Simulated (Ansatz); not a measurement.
System: fcc Ca. Method: r²SCAN+rVV10 (Ansatz, a first-principles code, plane waves, PAW).

Numerical settings: plane-wave cutoff 500 eV, 22×22×22 k mesh, Fermi–Dirac smearing 0.1 eV, scalar-relativistic PAW data made under PBE.

Computed at the level's own relaxed cell.

Q: Predict the equilibrium volume per atom and equilibrium lattice constant a.

A: 
* **equilibrium volume per atom**: 42.66 Å³/atom
* **equilibrium lattice constant a**: 5.547 Å

Measured, for comparison: equilibrium volume per atom 42.81 Å³/atom, lattice constant a 5.553 Å (low-temperature or extrapolated to 0 K; zero-point anharmonic expansion removed; as tabulated in Csonka et al. (2009), arXiv:0903.4037). Computed (rounded) less measured: equilibrium volume per atom -0.4 %, lattice constant a -0.1 %.

The computed numbers hold no vibrational or temperature effects.

Computing time: very roughly 70 core-seconds.
